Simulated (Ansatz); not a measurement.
SiH$_{4}$, quintet: the ladder up to UCCSDT(Q)

All five atoms lie in one plane.

Geometry: that of the SiH4, triplet, kept fixed. The singlet lies 8.3 eV lower here.

```yaml
atoms:
  - { symbol: Si, position_ang: [0.0000, 0.0000, 0.0000] }
  - { symbol: H, position_ang: [-0.0115, 1.0851, 1.0776] }
  - { symbol: H, position_ang: [-0.0165, -1.0776, 1.0850] }
  - { symbol: H, position_ang: [0.0165, 1.0776, -1.0850] }
  - { symbol: H, position_ang: [0.0115, -1.0851, -1.0776] }
```

Basis cc-pVTZ; Ansatz 0.2.0. Only valence electrons are correlated (noble-gas cores frozen), which leaves 8 electrons in 85 orbitals. R marks a restricted (for open shells ROHF) determinant, U an unrestricted one. Active spaces: valence = (8e, 8o) chosen from the atoms' valence shells.

Full CI isn't at hand for all of this; UCCSDT(Q) serves as the reference, and is uncertain by about the last step of the cluster series. The frozen core follows each run's orbitals, which can shift R against U totals by a few meV.

The UHF ⟨S²⟩ is 6.021. The T1 diagnostic (RCCSD) is 0.0361 and the largest doubles amplitude (RCCSD) is 0.068. The T1 diagnostic (UCCSD) is 0.0301.

Question: From what is known of these methods and the diagnostics, rank them by the size of their error in total energy against UCCSDT(Q) in cc-pVTZ, smallest first (an estimate: the text doesn't fix the numbers).
A. UCCSDT
B. UCCSD
C. CASSCF (valence space)
D. MRCISD+Q (valence space)
E. NEVPT2 (valence space)

Answer: A (0.15 kcal/mol), D (0.66 kcal/mol), B (4.62 kcal/mol), E (19.20 kcal/mol), C (80.35 kcal/mol).

All errors are against UCCSDT(Q) in cc-pVTZ. Within each family the higher level lies nearer, as is usual though not guaranteed.

Natural occupations of CASSCF (valence space) about the gap: 1.981 1.976 1.011 1.006 1.000 0.984 0.026 0.017; effectively unpaired electrons, Σ n²(2−n)², 4.01.
